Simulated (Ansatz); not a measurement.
Consider the formal loss of a carbene: `COCCCF` → `[CH2]` (triplet) + `OCCCF`.

Calculated with Ansatz (gas phase, PBE0-D4/def2-TZVP geometries, no zero-point term in ΔE). CBS: MP2 limit from def2 TZ/QZ plus the TZ coupled-cluster correction, frozen cores. This one scheme is used for every species. Functionals use def2-TZVPP. B3LYP here is the variant with VWN-RPA as its local correlation; programs differ in this. Triplets are unrestricted, without spin–orbit coupling. One conformer a species, not always the lowest.

```
             level  ΔE (kcal/mol)  difference from CCSD(T)/CBS
         r2SCAN-D4           90.3                         -4.5
           PBE0-D4           94.6                         -0.2
          B3LYP-D4           94.5                         -0.3
            B2PLYP           93.6                         -1.2
               PBE           95.6                          0.8
             B3LYP           92.3                         -2.5
   CCSD/def2-TZVPP           90.2                         -4.6
    MP2/def2-QZVPP           96.2                          1.4
SCS-MP2/def2-QZVPP           97.5                          2.7
     MP2/CBS(def2)           97.0                          2.2
       CCSD(T)/CBS           94.8                            0
```

Largest T1 diagnostic among the species: 0.011.

From PBE to PBE0 (25 % exact exchange), in def2-TZVPP and without D4, ΔE moves by −2.2 kcal/mol. In def2-TZVPP, CCSD(T) changes the Hartree–Fock value by +31.0 kcal/mol (the triples alone add +2.7 kcal/mol) and MP2 by +33.1 kcal/mol.
